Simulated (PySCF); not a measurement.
PySCF input file for fluorine cation (F₂), SMILES FF (connectivity only; charge and spin as stated), charge +1, multiplicity 2, TDA-PBE0/def2-TZVPD. Geometry: B3LYP-D3(BJ)/def2-TZVPD. The multiplicity is an assumed one; other spin states were not compared.

```python
import numpy as np
from pyscf import gto, scf, dft, tdscf

mol = gto.M(
    atom='''
    F     0.00000000    0.00000000   -0.64655122
    F     0.00000000    0.00000000    0.64655122
    ''',
    basis='def2-TZVPD',
    charge=1,
    spin=1,
    max_memory=1600,
    verbose=4,
)
mf = dft.UKS(mol, xc='pbe0').density_fit(auxbasis='def2-universal-jkfit')
mf.grids.level = 3
mf.conv_tol = 1e-9
mf.max_cycle = 100
mf.kernel()
fine, coarse = mf.grids, dft.Grids(mol).set(level=1).build(with_non0tab=True)
for _ in range(3):  # follow internal instabilities
    mf.grids = coarse
    mo, _, stable, _ = mf.stability(return_status=True, nroots=4)
    mf.grids = fine
    if stable:
        break
    mf.kernel(mf.make_rdm1(mo, mf.mo_occ))
mf.grids = dft.Grids(mol).set(level=1).build(with_non0tab=True)  # coarser grid for the response kernel
td = tdscf.TDA(mf)
td.nstates = 10
td.conv_tol = 1e-4
td.kernel(x0=td.get_init_guess(mf, 15))
td.analyze()
```

Output:

```
PySCF version 2.14.0

[INPUT] verbose = 4
[INPUT] num. atoms = 2
[INPUT] num. electrons = 17
[INPUT] charge = 1
[INPUT] spin (= nelec alpha-beta = 2S) = 1
[INPUT] symmetry False subgroup None
[INPUT] Mole.unit = angstrom
[INPUT] Symbol           X                Y                Z      unit          X                Y                Z       unit  Magmom
[INPUT]  1 F      0.000000000000   0.000000000000  -0.646551220000 AA    0.000000000000   0.000000000000  -1.221804731303 Bohr   0.0
[INPUT]  2 F      0.000000000000   0.000000000000   0.646551220000 AA    0.000000000000   0.000000000000   1.221804731303 Bohr   0.0

nuclear repulsion = 33.1476863383848
number of shells = 28
number of NR pGTOs = 110
number of NR cGTOs = 80
basis = def2-TZVPD
ecp = {}


[settings echo left out]
init E= -199.617679348957
  alpha nocc = 9  HOMO = -0.393859287368348  LUMO = -0.115107955047051

WARN: beta  nocc = 8  HOMO -0.393859287368393 >= LUMO -0.393859287368312


WARN: HOMO -0.393859287368348 >= LUMO -0.393859287368312

cycle= 1 E= -198.74788870824  delta_E= 0.87  |g|= 0.527  |ddm|= 0.862
  alpha nocc = 9  HOMO = -1.04735217289023  LUMO = -0.697755943189073
  beta  nocc = 8  HOMO = -1.02974681971095  LUMO = -0.87359815246829
  HOMO = -1.02974681971  LUMO = -0.873598152468  gap/eV = 4.24902
cycle= 2 E= -198.804505462302  delta_E= -0.0566  |g|= 0.384  |ddm|= 0.388
  alpha nocc = 9  HOMO = -0.908940944251548  LUMO = -0.533055944299818
  beta  nocc = 8  HOMO = -0.891068627253865  LUMO = -0.730711317491874
  HOMO = -0.891068627254  LUMO = -0.730711317492  gap/eV = 4.36354
cycle= 3 E= -198.841302145484  delta_E= -0.0368  |g|= 0.017  |ddm|= 0.142
  alpha nocc = 9  HOMO = -0.899673276301807  LUMO = -0.520087930428886
  beta  nocc = 8  HOMO = -0.881158924632452  LUMO = -0.717086608565502
  HOMO = -0.881158924632  LUMO = -0.717086608566  gap/eV = 4.46464
cycle= 4 E= -198.841399878402  delta_E= -9.77e-05  |g|= 0.00364  |ddm|= 0.0102
  alpha nocc = 9  HOMO = -0.8994727859548  LUMO = -0.519737195863769
  beta  nocc = 8  HOMO = -0.880659532960934  LUMO = -0.716101057305181
  HOMO = -0.880659532961  LUMO = -0.716101057305  gap/eV = 4.47786
cycle= 5 E= -198.841403956259  delta_E= -4.08e-06  |g|= 0.00128  |ddm|= 0.002
  alpha nocc = 9  HOMO = -0.899888623150078  LUMO = -0.520043188052746
  beta  nocc = 8  HOMO = -0.880963813530862  LUMO = -0.716352121023014
  HOMO = -0.880963813531  LUMO = -0.716352121023  gap/eV = 4.47931
cycle= 6 E= -198.841404404944  delta_E= -4.49e-07  |g|= 0.000105  |ddm|= 0.000613
  alpha nocc = 9  HOMO = -0.899910733256445  LUMO = -0.520031017510362
  beta  nocc = 8  HOMO = -0.880945435478132  LUMO = -0.716343849250443
  HOMO = -0.880945435478  LUMO = -0.71634384925  gap/eV = 4.47904
cycle= 7 E= -198.841404411306  delta_E= -6.36e-09  |g|= 1.24e-05  |ddm|= 8.72e-05
  alpha nocc = 9  HOMO = -0.899911259749588  LUMO = -0.520026604633962
  beta  nocc = 8  HOMO = -0.880940451400427  LUMO = -0.716342403680365
  HOMO = -0.8809404514  LUMO = -0.71634240368  gap/eV = 4.47894
cycle= 8 E= -198.841404411405  delta_E= -9.88e-11  |g|= 1.19e-06  |ddm|= 1.07e-05
  alpha nocc = 9  HOMO = -0.899911254745553  LUMO = -0.520026541804214
  beta  nocc = 8  HOMO = -0.880940425758943  LUMO = -0.716342388583406
  HOMO = -0.880940425759  LUMO = -0.716342388583  gap/eV = 4.47894
Extra cycle  E= -198.841404411405  delta_E= -6.82e-13  |g|= 3.49e-07  |ddm|= 9.49e-07
converged SCF energy = -198.841404411405  <S^2> = 0.7534963  2S+1 = 2.0034932
tot grids = 10600
uhf_internal: lowest eigs of H = [3.04555716e-06 2.45761677e-01 2.65795203e-01 3.55176331e-01]
<class 'pyscf.df.df_jk.DFUKS'> wavefunction is stable in the internal stability analysis
tot grids = 10600


******** <class 'pyscf.tdscf.uks.TDA'> for <class 'pyscf.df.df_jk.DFUKS'> ********
nstates = 10
deg_eia_thresh = 1.000e-03
wfnsym = None
conv_tol = 0.0001
eigh lindep = 1e-12
eigh level_shift = 0
eigh max_cycle = 100


Excitation energies (eV)
[0.19955721 4.42664634 5.03641071 5.14974885 6.22311013 6.62460096
 6.80734286 8.33174229 9.23257062 9.89878635]

** Excitation energies and oscillator strengths **
Excited State   1:      0.19956 eV   6212.97 nm  f=0.0000
       8b ->    9b     -0.99908
Excited State   2:      4.42665 eV    280.09 nm  f=0.0000
       9a ->   10a     -0.73217
       8b ->   10b      0.67872
Excited State   3:      5.03641 eV    246.18 nm  f=0.0000
       6b ->    9b     -0.99875
Excited State   4:      5.14975 eV    240.76 nm  f=0.0305
       5a ->   10a      0.28846
       5b ->   10b      0.20392
       7b ->    9b      0.92850
Excited State   5:      6.22311 eV    199.23 nm  f=0.0003
       9a ->   10a     -0.67911
       8b ->   10b     -0.73236
Excited State   6:      6.62460 eV    187.16 nm  f=0.0000
       6a ->   10a     -0.12177
       5b ->    9b     -0.97252
       7b ->   10b      0.19025
Excited State   7:      6.80734 eV    182.13 nm  f=0.0000
       8a ->   10a     -0.99806
Excited State   8:      8.33174 eV    148.81 nm  f=0.0000
       6a ->   10a     -0.22811
       5b ->    9b      0.21452
       7b ->   10b      0.94841
Excited State   9:      9.23257 eV    134.29 nm  f=0.0000
       7a ->   10a     -0.75108
       6b ->   10b      0.65761
Excited State  10:      9.89879 eV    125.25 nm  f=0.0001
       5a ->   10a     -0.68213
       5b ->   10b      0.72452

** Transition electric dipole moments (AU) **
state          X           Y           Z        Dip. S.      Osc.
  1        -0.0000      0.0000     -0.0000      0.0000      0.0000
  2         0.0008     -0.0023     -0.0000      0.0000      0.0000
  3         0.0000     -0.0000     -0.0000      0.0000      0.0000
  4         0.0000      0.0000      0.4914      0.2415      0.0305
  5        -0.0127      0.0388     -0.0000      0.0017      0.0003
  6         0.0000      0.0000     -0.0000      0.0000      0.0000
  7         0.0143      0.0047     -0.0000      0.0002      0.0000
  8        -0.0000     -0.0000     -0.0000      0.0000      0.0000
  9        -0.0000      0.0000      0.0000      0.0000      0.0000
 10         0.0000     -0.0000      0.0202      0.0004      0.0001

** Transition velocity dipole moments (imaginary part, AU) **
state          X           Y           Z        Dip. S.      Osc.
  1         0.0000     -0.0000      0.0000      0.0000      0.0000
  2        -0.0004      0.0011     -0.0000      0.0000      0.0000
  3         0.0000     -0.0000      0.0000      0.0000      0.0000
  4         0.0000     -0.0000     -0.1101      0.0121      0.0427
  5         0.0248     -0.0755      0.0000      0.0063      0.0184
  6        -0.0000     -0.0000      0.0000      0.0000      0.0000
  7        -0.0530     -0.0174      0.0000      0.0031      0.0083
  8         0.0000      0.0000      0.0000      0.0000      0.0000
  9        -0.0000      0.0000      0.0000      0.0000      0.0000
 10        -0.0000      0.0000     -0.0124      0.0002      0.0003

** Transition magnetic dipole moments (imaginary part, AU) **
state          X           Y           Z
  1        -0.0000     -0.0000     -1.0012
  2         0.0000      0.0000      0.0000
  3         0.0000      0.0000      0.0000
  4        -0.0000     -0.0000     -0.0000
  5         0.0000      0.0000     -0.0000
  6         0.3122     -0.9493     -0.0000
  7        -0.0000      0.0000     -0.0000
  8        -0.2042      0.6209     -0.0000
  9         0.0698      0.0229     -0.0000
 10        -0.0000     -0.0000     -0.0000
```

The run converged.

Cost: around 5 core-seconds (rough).
